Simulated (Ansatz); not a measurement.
The input, for Ansatz 0.2.0:

```yaml
crystal:
  periodic: [false, false, false]
  atoms:
    - {symbol: Si, position_ang: [0.000000, -0.085336, 2.765523]}
    - {symbol: Al, position_ang: [0.000000, -0.027985, -2.906638]}
    - {symbol: H, position_ang: [0.000000, 3.126956, 0.748518]}
basis:
  gaussian: {orbitals: 6-31G}
magnetization: {spin_polarized: false, initial_magnetization: 2}
correlation: {method: fic_mrcisd_q, electrons: outside_noble_gas, active_space: {window: {electrons: 4, orbitals: 4}}}
```

```sh
$ ansatz run in.yaml --threads 1 --pin off --events-out ev --progress --plain --max-ram 2393MiB
```

The program prints:

```
312 factors; integrals over basis functions are off by at most 2.6e-4 eV
mean field evaluation 1: about -14449.8952 eV, gradient 1.0e1 eV
mean field evaluation 2: about -14449.8953 eV, gradient 1.0e1 eV
mean field evaluation 4: about -14447.6741 eV, gradient 1.4e1 eV
mean field evaluation 8: about -14451.5216 eV, gradient 3.4e-1 eV
mean field evaluation 16: about -14452.5005 eV, gradient 2.3e0 eV
mean field evaluation 32: about -14452.4492 eV, gradient 2.2e0 eV
mean field evaluation 64: about -14452.5441 eV, gradient 8.0e-5 eV
mean field evaluation 96: about -14452.5889 eV, gradient 2.7e-3 eV
mean field evaluation 128: about -14452.5899 eV, gradient 7.8e-2 eV
mean field evaluation 160: about -14452.5519 eV, gradient 1.3e-1 eV
mean field evaluation 192: about -14452.5902 eV, gradient 3.8e-2 eV
mean field evaluation 224: about -14452.5884 eV, gradient 4.7e-2 eV
mean field evaluation 256: about -14452.5884 eV, gradient 4.2e-2 eV
mean field evaluation 288: about -14452.5655 eV, gradient 2.2e-1 eV
mean field evaluation 320: about -14452.5158 eV, gradient 1.8e0 eV
mean field evaluation 352: about -14452.5860 eV, gradient 1.6e-1 eV
mean field evaluation 384: about -14451.5264 eV, gradient 1.1e-2 eV
mean field -14452.58891155 eV, -531.1228461829 hartree, gradient 2.1e-6 eV, S^2 2.000000; 22 other end points of the search recorded, 0 dependent functions left out
reference -14452.58891155 eV, -531.1228461829 hartree; 15, 13 occupied and 13, 15 virtual orbitals, 312 factors
state -14454.22931523 eV, -531.1831299063 hartree
contracted CI cycle   1: correlation 0.00000000 eV, 0.0000000000 hartree, residual 5.45e0 eV
contracted CI cycle   2: correlation -1.36688534 eV, -0.0502321096 hartree, residual 8.71e-1 eV
contracted CI cycle   3: correlation -1.39912520 eV, -0.0514169027 hartree, residual 1.68e-1 eV
contracted CI cycle   4: correlation -1.40036251 eV, -0.0514623732 hartree, residual 6.17e-2 eV
contracted CI cycle   5: correlation -1.40054662 eV, -0.0514691391 hartree, residual 3.36e-2 eV
contracted CI cycle   6: correlation -1.40064491 eV, -0.0514727510 hartree, residual 3.14e-2 eV
contracted CI cycle   7: correlation -1.40070908 eV, -0.0514751092 hartree, residual 1.98e-2 eV
contracted CI cycle   8: correlation -1.40075070 eV, -0.0514766389 hartree, residual 1.92e-2 eV
contracted CI cycle   9: correlation -1.40077091 eV, -0.0514773815 hartree, residual 9.16e-3 eV
contracted CI cycle  10: correlation -1.40077417 eV, -0.0514775012 hartree, residual 4.14e-3 eV
contracted CI cycle  11: correlation -1.40077497 eV, -0.0514775306 hartree, residual 1.84e-3 eV
contracted CI cycle  12: correlation -1.40077526 eV, -0.0514775412 hartree, residual 1.28e-3 eV
state -14454.22931523 eV, -531.1831299063 hartree; corrected -14455.73548279 eV, -531.2384805432 hartree
Total energy: -14455.73548279 eV, -531.2384805432 hartree
```

Natural occupations: 1.1734 1.0000 0.9995 0.8271.

For the same geometry and basis full CI lies 18.0 meV higher.

Ran on 1 thread of Intel Xeon Platinum 8488C, shared host: 5.5 s wall, 0.16 GiB peak host memory.
